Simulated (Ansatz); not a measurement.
# N2H (dinitrogen monohydride) at UMP2/def2-TZVPPD

What is the energy change on altering one bond length of N2H (dinitrogen monohydride) at UMP2/def2-TZVPPD? 

The calculation is run with Ansatz 0.2.0.

29 further runs of the same task are left out: 29 set aside as unsound or not needed.

### Step 1. Starting point

N2H has 3 atoms, charge 0, and is taken as a doublet. SMILES: `[N]=N`. The shape is that of a PBE0-D4/def2-TZVP optimisation.

Bond lengths: N1–N2 1.165 Å, N2–H3 1.057 Å. Angles: N1–N2–H3 117.5°.

### Step 2. The energy at UMP2/def2-TZVPPD

input.yaml reads:

```yaml
crystal:
  periodic: [false, false, false]
  atoms:
    - {symbol: "N", position_ang: [0.710530, -0.606720, 0.326180]}
    - {symbol: N, position_ang: [-0.268660, -0.217710, -0.170100]}
    - {symbol: H, position_ang: [-0.441870, 0.824430, -0.156080]}
basis:
  gaussian:
    orbitals: def2-TZVPPD.json
correlation:
  method: mp2
  frozen_orbitals: {H: 0, "N": 1}
magnetization:
  spin_polarized: true
  initial_magnetization: 1
accuracy: high
```

The basis set def2-TZVPPD is read from a file made from the Basis Set Exchange's data (not shown).

Command:

```sh
$ ansatz run input.yaml --threads 1 --pin off --max-ram 3480MiB --events-out events.jsonl --progress --plain --runs-dir runs
```

Log:

```text
Warning: RAYON_NUM_THREADS=1 ignored (pool sized by the plan → 1); use --threads N
Functional definition: HF
  name "HF"
  exchange = exact_x
  correlation = 0
1397 factors; integrals over basis functions are off by at most 3.2e-9 eV
mean field evaluation 1: about -2977.9493 eV, gradient 1.2e1 eV
mean field evaluation 2: about -2977.9509 eV, gradient 1.2e1 eV
mean field evaluation 4: about -2978.7968 eV, gradient 2.4e0 eV
mean field evaluation 8: about -2978.8894 eV, gradient 3.7e-1 eV
mean field evaluation 16: about -2978.9195 eV, gradient 3.4e-4 eV
mean field -2978.91952221 eV, -109.4732732570 hartree, gradient 2.4e-8 eV, S^2 0.848832; 0 other end points of the search recorded, 0 dependent functions left out
2 core orbitals not correlated: weight in the atoms' cores, before any rotation towards them, 1.000 or more for the frozen orbitals, at most 0.000 for the correlated occupied ones
reference -2978.91952221 eV, -109.4732732570 hartree; 6, 5 occupied and 83, 84 virtual orbitals, 1397 factors
second order -9.78071184 eV of doubles, -0.00000000 eV of singles
Total energy: -2988.70023405 eV, -109.8327077874 hartree
```

Wall time 1.9 s (1 thread of Arm Neoverse V1, shared host); peak memory 0.18 GiB.

### Step 3. The distorted shape

input.yaml reads:

```yaml
basis:
  gaussian:
    orbitals: def2-TZVPPD.json
crystal:
  periodic: [false, false, false]
  atoms:
    - {symbol: "N", position_ang: [1.885596, -1.073547, 0.921735]}
    - {symbol: N, position_ang: [-0.268660, -0.217710, -0.170100]}
    - {symbol: H, position_ang: [-0.441870, 0.824430, -0.156080]}
magnetization:
  spin_polarized: true
  initial_magnetization: 1
correlation:
  method: mp2
  frozen_orbitals: {H: 0, "N": 1}
accuracy: high
```

The basis set def2-TZVPPD is read from a file made from the Basis Set Exchange's data (not shown).

Command:

```sh
$ ansatz run input.yaml --threads 1 --pin off --max-ram 3480MiB --events-out events.jsonl --progress --plain --runs-dir runs
```

Log, cut to the lines that bear on the results:

```text
Warning: RAYON_NUM_THREADS=1 ignored (pool sized by the plan → 1); use --threads N
[... 2 set-up lines as earlier in the session ...]
[...]
1327 factors; integrals over basis functions are off by at most 3.4e-9 eV
[...]
mean field -2976.43560479 eV, -109.3819909756 hartree, gradient 1.9e-8 eV, S^2 2.745784; 12 other end points of the search recorded, 0 dependent functions left out
2 core orbitals not correlated: weight in the atoms' cores, before any rotation towards them, 1.000 or more for the frozen orbitals, at most 0.000 for the correlated occupied ones
reference -2976.43560479 eV, -109.3819909756 hartree; 6, 5 occupied and 83, 84 virtual orbitals, 1327 factors
second order -6.41012243 eV of doubles, -0.00000000 eV of singles
Total energy: -2982.84572723 eV, -109.6175586301 hartree
```

It took 11 s on 1 thread of Arm Neoverse V1, shared host; peak memory 0.2 GiB.

### Step 4. Summary of results

Level: UMP2/def2-TZVPPD, 2 core orbitals frozen.

| quantity | value |
| --- | --- |
| first shape: total energy | -109.83271 Eh |
| first shape: correlation energy (2 core orbitals frozen) | -359.4 mEh |
| first shape: ⟨S²⟩ of the reference determinant | 0.849 |
| distorted shape: total energy | -109.61756 Eh |
| distorted shape: correlation energy (2 core orbitals frozen) | -235.6 mEh |
| distorted shape: ⟨S²⟩ of the reference determinant | 2.746 |
| energy change with the N1–N2 bond stretched from 1.165 to 2.562 Å | 5.855 eV |

In words: With the N1–N2 bond stretched from 1.165 to 2.562 Å the energy rises by 5.85 eV (565 kJ/mol). The first shape isn't relaxed at this level, so the change isn't measured from a minimum. ⟨S²⟩ (distorted shape) is 2.75 where a pure doublet has 0.75: the reference is spin-contaminated.
